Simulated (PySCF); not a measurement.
```xyz
4
charge 0 multiplicity 1, angstrom
B     0.0000    0.0000    0.0000
H     1.1934    0.0000    0.0000
H    -0.5967    1.0335    0.0000
H    -0.5967   -1.0335    0.0000
```

All numbers come from PBE0 in PySCF with B def2-TZVP, H def2-TZVP; no relativity; density-fitted integrals.

This geometry of BH3 is a stationary point at this level.

**Question.** What is the point group?

**Answer.** D3h.

**Question.** Is it a minimum?

**Answer.** Yes: all harmonic wavenumbers are real.

**Question.** Give the atomic charges and bond orders.

**Answer.** 
```csv
atom,Mulliken,Löwdin,polar tensor,Mayer order to B1
B1,-0.08,-0.11,0.49,–
"H2,3,4",0.03,0.04,-0.16,0.99
```

**Question.** Give the ideal-gas entropy at 298.15 K and 1 bar by parts.

**Answer.** translation 141.8, rotation 46.1, vibration 0.6, spin 0.0; total 188.4 J/(mol K).
